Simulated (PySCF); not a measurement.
# NaH: from constants to spectrum

RHF-CCSD(T) constants of NaH, ¹Σ⁺ (singlet), closed shell (Na def2-SVP, H def2-SVP; no relativity (PySCF 2.14); masses 22.9898 and 1.0078 u):

```
ωe              : 1105.1 cm⁻¹
ωexe            : 15.7 cm⁻¹
Be              : 4.7484 cm⁻¹
αe              : 0.129 cm⁻¹
D (centrifugal) : 0.000351 cm⁻¹
De to Na + H    : 1.69 eV
```

(1) Estimate the standard entropy (1 bar) and heat capacity of the ideal gas at 1000 K, rigid rotor with B0 and harmonic oscillator at the fundamental.

Measured values (Huber and Herzberg, Constants of Diatomic Molecules (1979)): ωe = 1172.2 cm⁻¹, ωexe = 19.72 cm⁻¹, Be = 4.9012 cm⁻¹, αe = 0.1353 cm⁻¹.

Correlated steps freeze 1 core orbital. Correlated levels converge slowly with the basis: in double zeta they bind strong bonds too weakly, by up to about 1 eV, and carry superposition errors of some tenths. Where the molecule has an RHF reference, its open-shell atoms are computed with UHF.

## Answers

(1) Translation (Sackur–Tetrode, M = 24.00 u): 173.6 J/(mol K). Rotation: q = kT/(σB0) = 148 with σ = 1, 49.9. Vibration: x = hcν0/kT = 1.54, 5.48. S° = 229.0 J/(mol K); Cp = 7R/2 + 6.84 = 35.9 J/(mol K).
